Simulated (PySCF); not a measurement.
# BS: EPR parameters at several levels of theory

Aim: compute the EPR parameters of BS (`[B]=S`) at several levels, and see how far they spread and what each costs.

The runs use PySCF 2.14.0, with density-fitted response routines of our own; the level of theory stands in each step. All values are computed, except where a source is named. Atoms count from 0, in the outputs and in this text.

### Step 1. Starting geometry

2 atoms, charge 0, multiplicity 2; geometry from: GFN2-xTB.

Bonds of the start (Å): B0–S1 1.59.

### Step 2. Relaxing the molecule at PBE0-D3(BJ)/def2-SVP

The job: settings as JSON, then the geometry in Å.

```
{"job": {"xc": "PBE0", "basis": "def2-SVP", "d3": "d3bj", "grid": 1, "kind": "geom"}, "charge": 0, "multiplicity": 2}
B      0.800150    -0.006230    -0.005150
S     -0.794630     0.008770    -0.023150
```

What it wrote:

```text
step   0  E = -422.65178108  max force = 0.017601
step   1  E = -422.65209161  max force = 0.001132
step   2  E = -422.65209289  max force = 0.000052
optimisation converged
```

Run time: 1.4 s. Hardware: 1 thread, shared host.

Relaxation path:

```tsv
step	energy from step 0 (eV)	largest force component (eV/Å)
0	0.0000	0.9051
1	-0.0084	0.0582
2	-0.0085	0.0027
```

The bond:

```tsv
bond	before (Å)	after (Å)	change (Å)
B0–S1	1.595	1.614	+0.019
```

The final coordinates are the input of the step that follows.

```tsv
at the end point	value
point group (found at 0.08 Å tolerance)	C∞v
rotational constants (GHz, main isotopes)	23.689, 23.689
dipole moment (D)	0.84
⟨S²⟩	0.770
```

### Step 3. g tensor and hyperfine couplings: B3LYP/IGLO-III

The job: settings as JSON, then the geometry in Å.

```
{"job": {"kind": "epr"}, "charge": 0, "multiplicity": 2}
B      0.809678    -0.006579    -0.004731
S     -0.804158     0.009119    -0.023569
```

Level: UKS B3LYP, IGLO-III on B S, non-relativistic, mean-field spin-orbit, GIAO.

What it wrote:

```text
UKS, coarse grid
  cycle   1  E = -422.97557961  |g| = 2.17e-01
  cycle   2  E = -422.85226134  |g| = 4.91e-01
  cycle   3  E = -423.00522888  |g| = 6.50e-02
  cycle   4  E = -423.00726421  |g| = 2.11e-02
  cycle   5  E = -423.00757334  |g| = 4.31e-03
  cycle   6  E = -423.00760862  |g| = 1.36e-03
  cycle   7  E = -423.00761823  |g| = 5.05e-04
UKS, final grid
  cycle   1  E = -423.00761413  |g| = 3.26e-04
  cycle   2  E = -423.00761439  |g| = 4.16e-04
  cycle   3  E = -423.00761451  |g| = 1.77e-04
  cycle   4  E = -423.00761464  |g| = 6.99e-05
  cycle   5  E = -423.00761464  |g| = 6.87e-06
internal stability: stable
E = -423.00761464 Eh   <S^2> = 0.7605 (exact 0.7500)
g shifts (ppm)      1          2          3
  rmc          -111       -111       -111
  gc             24         24         16
  oz_so       -9018      -9018          0
  total       -9105      -9105        -95
hyperfine (MHz)  atom isotope    a_iso     a_fc   dipolar eigenvalues
    0   11B     826.97     827.79    -32.03    -32.03     64.06
    1   33S       3.34       3.06    -22.22    -22.22     44.44
```

It took 3.6 s on 1 thread, shared host.

Principal g values 1.99321, 1.99321, 2.00222; g(iso) = 1.99622, against 2.00232 for a free electron.

Hyperfine couplings, nucleus by nucleus at this fixed geometry (no averaging over rotations):

```tsv
nuclei	isotope	a(iso) (MHz)	a(iso) (G, at g = 2.0023)	largest dipolar term (MHz)	measured (MHz)
B0	11B	827.0	295.1	64.1	795.6
S1	33S	3.3	1.2	44.4	–
```

Measured: Ne matrix; Aldegunde, Hutson, Hyperfine structure of 2Sigma molecules containing alkaline-earth atoms, arXiv:1711.09467. Many experiments give no sign.

Mulliken spin populations:

```tsv
atom	value (e)
B0	1.02
S1	-0.02
```

In first order the couplings over 0.8 MHz of 11B give 4 distinct lines over 885.2 G.

### Step 4. g tensor and hyperfine couplings: PBE/IGLO-III

The job: settings as JSON, then the geometry in Å.

```
{"job": {"kind": "epr", "xc": "PBE"}, "charge": 0, "multiplicity": 2}
B      0.809678    -0.006579    -0.004731
S     -0.804158     0.009119    -0.023569
```

Method: UKS PBE, IGLO-III on B S, non-relativistic, mean-field spin-orbit, GIAO.

What it wrote:

```text
UKS, coarse grid
  cycle   1  E = -422.75083900  |g| = 2.28e-01
  cycle   2  E = -422.60639107  |g| = 5.14e-01
  cycle   3  E = -422.75802153  |g| = 1.82e-01
  cycle   4  E = -422.77751219  |g| = 4.48e-02
  cycle   5  E = -422.77880876  |g| = 3.57e-03
  cycle   6  E = -422.77881763  |g| = 1.17e-03
  cycle   7  E = -422.77882038  |g| = 4.35e-04
UKS, final grid
  cycle   1  E = -422.77881020  |g| = 1.16e-03
  cycle   2  E = -422.77880049  |g| = 3.96e-03
  cycle   3  E = -422.77881119  |g| = 9.34e-05
  cycle   4  E = -422.77881120  |g| = 4.39e-05
  cycle   5  E = -422.77881121  |g| = 1.92e-05
internal stability: stable
E = -422.77881121 Eh   <S^2> = 0.7640 (exact 0.7500)
g shifts (ppm)      1          2          3
  rmc          -106       -106       -106
  gc             23         23         10
  oz_so       -8995      -8995          0
  total       -9079      -9079        -97
hyperfine (MHz)  atom isotope    a_iso     a_fc   dipolar eigenvalues
    0   11B     785.64     786.44    -30.31    -30.31     60.63
    1   33S       4.86       4.64    -22.80    -22.80     45.59
```

Run time: 2.3 s. Hardware: 1 thread, shared host.

In short: g(iso) 1.99623.

### Step 5. EPR parameters: PBE0/IGLO-III

The job: settings as JSON, then the geometry in Å.

```
{"job": {"kind": "epr", "xc": "PBE0"}, "charge": 0, "multiplicity": 2}
B      0.809678    -0.006579    -0.004731
S     -0.804158     0.009119    -0.023569
```

With the program's defaults for keys left out, this is: UKS PBE0, IGLO-III on B S, non-relativistic, mean-field spin-orbit, GIAO.

What it wrote:

```text
UKS, coarse grid
  cycle   1  E = -422.77727419  |g| = 2.13e-01
  cycle   2  E = -422.68752464  |g| = 4.33e-01
  cycle   3  E = -422.80839320  |g| = 5.54e-02
  cycle   4  E = -422.80998630  |g| = 1.66e-02
  cycle   5  E = -422.81024445  |g| = 5.15e-03
  cycle   6  E = -422.81031308  |g| = 2.21e-03
  cycle   7  E = -422.81034168  |g| = 8.64e-04
  cycle   8  E = -422.81034666  |g| = 1.72e-04
UKS, final grid
  cycle   1  E = -422.81033955  |g| = 1.89e-04
  cycle   2  E = -422.81033949  |g| = 3.88e-04
  cycle   3  E = -422.81033959  |g| = 4.24e-05
  cycle   4  E = -422.81033960  |g| = 2.27e-05
internal stability: stable
E = -422.81033960 Eh   <S^2> = 0.7684 (exact 0.7500)
g shifts (ppm)      1          2          3
  rmc          -102       -102       -102
  gc             24         24          9
  oz_so       -8973      -8973          0
  total       -9051      -9050        -93
hyperfine (MHz)  atom isotope    a_iso     a_fc   dipolar eigenvalues
    0   11B     806.74     807.45    -29.63    -29.63     59.26
    1   33S       4.38       4.21    -23.24    -23.24     46.48
```

It took 4.1 s on 1 thread, shared host.

In short: g(iso) 1.99625.

### Step 6. EPR parameters: BHandHLYP/IGLO-III

The job: settings as JSON, then the geometry in Å.

```
{"job": {"kind": "epr", "xc": "BHandHLYP"}, "charge": 0, "multiplicity": 2}
B      0.809678    -0.006579    -0.004731
S     -0.804158     0.009119    -0.023569
```

With the program's defaults for keys left out, this is: UKS BHandHLYP, IGLO-III on B S, non-relativistic, mean-field spin-orbit, GIAO.

What it wrote:

```text
UKS, coarse grid
  cycle   1  E = -422.92632439  |g| = 2.19e-01
  cycle   2  E = -422.89117859  |g| = 3.47e-01
  cycle   3  E = -422.96894678  |g| = 2.92e-02
  cycle   4  E = -422.97019736  |g| = 1.17e-02
  cycle   5  E = -422.97060694  |g| = 4.64e-03
  cycle   6  E = -422.97067487  |g| = 2.87e-03
  cycle   7  E = -422.97070369  |g| = 1.31e-03
  cycle   8  E = -422.97071495  |g| = 5.66e-04
  cycle   9  E = -422.97071728  |g| = 1.04e-04
UKS, final grid
  cycle   1  E = -422.97071382  |g| = 6.67e-05
  cycle   2  E = -422.97071383  |g| = 5.31e-05
  cycle   3  E = -422.97071383  |g| = 3.85e-05
  cycle   4  E = -422.97071384  |g| = 1.83e-05
internal stability: stable
E = -422.97071384 Eh   <S^2> = 0.7625 (exact 0.7500)
g shifts (ppm)      1          2          3
  rmc          -109       -109       -109
  gc             25         25         10
  oz_so       -8862      -8862          0
  total       -8946      -8945        -98
hyperfine (MHz)  atom isotope    a_iso     a_fc   dipolar eigenvalues
    0   11B     854.75     855.48    -31.78    -31.78     63.55
    1   33S       2.65       2.43    -22.33    -22.33     44.67
```

Run time: 3.2 s. Hardware: 1 thread, shared host.

This run: g(iso) 1.99632.

### Step 7. EPR parameters: HF/IGLO-III

The job: settings as JSON, then the geometry in Å.

```
{"job": {"kind": "epr", "xc": "HF"}, "charge": 0, "multiplicity": 2}
B      0.809678    -0.006579    -0.004731
S     -0.804158     0.009119    -0.023569
```

With the program's defaults for keys left out, this is: UKS HF, IGLO-III on B S, non-relativistic, mean-field spin-orbit, GIAO.

What it wrote:

```text
UKS, final grid
  cycle   1  E = -422.10448604  |g| = 2.48e-01
  cycle   2  E = -422.14808720  |g| = 1.84e-01
  cycle   3  E = -422.17092618  |g| = 4.75e-02
  cycle   4  E = -422.17581440  |g| = 2.45e-02
  cycle   5  E = -422.17767949  |g| = 1.39e-02
  cycle   6  E = -422.17843405  |g| = 9.29e-03
  cycle   7  E = -422.17895329  |g| = 6.59e-03
  cycle   8  E = -422.17939312  |g| = 4.12e-03
  cycle   9  E = -422.17961201  |g| = 1.10e-03
  cycle  10  E = -422.17961724  |g| = 4.37e-04
  cycle  11  E = -422.17961787  |g| = 1.48e-04
  cycle  12  E = -422.17961792  |g| = 3.30e-05
  cycle  13  E = -422.17961792  |g| = 1.22e-05
  cycle  14  E = -422.17961792  |g| = 4.68e-06
internal stability: stable
E = -422.17961792 Eh   <S^2> = 0.8535 (exact 0.7500)
g shifts (ppm)      1          2          3
  rmc           -54        -54        -54
  gc             28         28          2
  oz_so       -9522      -9521         -0
  total       -9548      -9547        -52
hyperfine (MHz)  atom isotope    a_iso     a_fc   dipolar eigenvalues
    0   11B     911.81     912.05    -23.01    -23.01     46.02
    1   33S     -19.71     -19.52    -30.31    -30.31     60.62
```

Wall time 2.2 s (1 thread, shared host).

Key values: g(iso) 1.99594, not to be trusted: the run shows spin contamination.

### Step 8. EPR parameters: CAM-B3LYP/IGLO-III

The job: settings as JSON, then the geometry in Å.

```
{"job": {"kind": "epr", "xc": "CAM-B3LYP"}, "charge": 0, "multiplicity": 2}
B      0.809678    -0.006579    -0.004731
S     -0.804158     0.009119    -0.023569
```

With the program's defaults for keys left out, this is: UKS CAM-B3LYP, IGLO-III on B S, non-relativistic, mean-field spin-orbit, GIAO.

What it wrote:

```text
UKS, coarse grid
  cycle   1  E = -422.92854865  |g| = 2.34e-01
  cycle   2  E = -422.88429417  |g| = 3.84e-01
  cycle   3  E = -422.97418766  |g| = 2.87e-02
  cycle   4  E = -422.97541110  |g| = 1.19e-02
  cycle   5  E = -422.97590260  |g| = 4.45e-03
  cycle   6  E = -422.97599034  |g| = 2.55e-03
  cycle   7  E = -422.97601140  |g| = 1.32e-03
  cycle   8  E = -422.97602231  |g| = 5.64e-04
  cycle   9  E = -422.97602374  |g| = 9.89e-05
UKS, final grid
  cycle   1  E = -422.97601898  |g| = 6.22e-05
  cycle   2  E = -422.97601899  |g| = 5.27e-05
  cycle   3  E = -422.97601899  |g| = 3.64e-05
  cycle   4  E = -422.97601900  |g| = 1.19e-05
internal stability: stable
E = -422.97601900 Eh   <S^2> = 0.7623 (exact 0.7500)
g shifts (ppm)      1          2          3
  rmc          -108       -108       -108
  gc             23         23         10
  oz_so       -9148      -9146          0
  total       -9233      -9231        -98
hyperfine (MHz)  atom isotope    a_iso     a_fc   dipolar eigenvalues
    0   11B     822.64     823.44    -32.06    -32.06     64.12
    1   33S       5.20       4.92    -22.47    -22.47     44.95
```

Wall time 4.2 s (1 thread, shared host).

In short: g(iso) 1.99613.

### Step 9. Comparing the runs: EPR parameters

g, ⟨S²⟩ and isotropic hyperfine couplings (MHz), with basis size and wall time; * marks a run flagged for spin contamination, instability or a large g shift:

```tsv
run	g(iso)	⟨S²⟩	11B B0	33S S1	functions	time
B3LYP/IGLO-III	1.99622	0.761	827.0	3.3	79	3.6 s
PBE/IGLO-III	1.99623	0.764	785.6	4.9	79	2.3 s
PBE0/IGLO-III	1.99625	0.768	806.7	4.4	79	4.1 s
BHandHLYP/IGLO-III	1.99632	0.763	854.7	2.7	79	3.2 s
HF/IGLO-III*	1.99594	0.854	911.8	-19.7	79	2.2 s
CAM-B3LYP/IGLO-III	1.99613	0.762	822.6	5.2	79	4.2 s
measured	–	–	795.6	–	–	–
```

Measured: Ne matrix; Aldegunde, Hutson, Hyperfine structure of 2Sigma molecules containing alkaline-earth atoms, arXiv:1711.09467.

### Step 10. What came out

| quantity | value |
| --- | --- |
| point group | C∞v |
| rotational constants (main isotopes) | 23.69, 23.69 GHz |
| g(iso) (B3LYP) | 1.99622 |
| ⟨S²⟩ | 0.761 (exact 0.75) |
| largest a(iso) | 11B on B0, 827.0 MHz |
| property runs in this session | 6, of which 0 failed and 1 gave unsound results |

Single values in the summary come from the first run of each kind that ended normally (B3LYP/IGLO-III), which need not be the best level. Relaxing lowered the energy by 0.008 eV in 2 steps; the close pair that moved most is B0–S1, from 1.595 to 1.614 Å. Most of the unpaired spin sits on B0 (1.02 e). The isotropic g lies 6.1 ppt below the free-electron value. In size, the one measured coupling is missed by 31.4 MHz; matrix, vibration and temperature are not in the model. The coupling of 11B on B0 runs from 785.6 (PBE/IGLO-III) to 854.7 MHz (BHandHLYP/IGLO-III), the starred runs left aside. For the one measured hyperfine coupling, PBE/IGLO-III misses least (10.0 MHz, 2.3 s) and BHandHLYP/IGLO-III most (59.1 MHz, 3.2 s). One molecule ranks no method: errors cancel, and vibration and temperature are missing from all runs.
